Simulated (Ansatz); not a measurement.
Reaction: CH2O2 (SMILES OC=O) + H+ → CH3O2+ (SMILES OC=[OH+])
Each species at its own B3LYP-D3(BJ)/def2-TZVP minimum (Ansatz, an electronic-structure program), one conformer.

Total energies in hartree (Ansatz). Radicals and triplets start from unrestricted determinants; spin-orbit coupling is neglected. Correlated methods leave the cores frozen. No relativity.

| species | HF/cc-pVTZ | CCSD(T)/cc-pVTZ | HF/cc-pVQZ | CCSD(T)/cc-pVQZ | CCSD(T)/cc-pVDZ | CCSDT(Q)/cc-pVDZ |
|---|---|---|---|---|---|---|
| 1: CH2O2 (SMILES O=CO) | -188.84121 | -189.50180 | -188.85603 | -189.56158 | -189.30834 | -189.31046 |
| 2: CH3O2+ (SMILES OC=[OH+]) | -189.14072 | -189.79308 | -189.15488 | -189.85019 | -189.60405 | -189.60597 |

Q: Work out the proton affinity (electronic), positive where energy is released in kcal/mol: take Hartree-Fock from cc-pVQZ, extrapolate the CCSD(T) correlation energy as X^-3 (X = 3, 4), and add CCSDT(Q) - CCSD(T) in cc-pVDZ. 1 hartree = 627.51 kcal/mol.

A: 
Species 1: correlation (64·(-0.70555) - 27·(-0.66059))/37 = -0.73836; step -0.00212; E1 = -188.85603 + (-0.73836) + (-0.00212) = -189.59651
H+ has no electrons: E = 0
Species 2: correlation (64·(-0.69531) - 27·(-0.65236))/37 = -0.72665; step -0.00192; E2 = -189.15488 + (-0.72665) + (-0.00192) = -189.88345
+1·E1 -1·E2 = 0.28694 hartree = 180.1 kcal/mol.
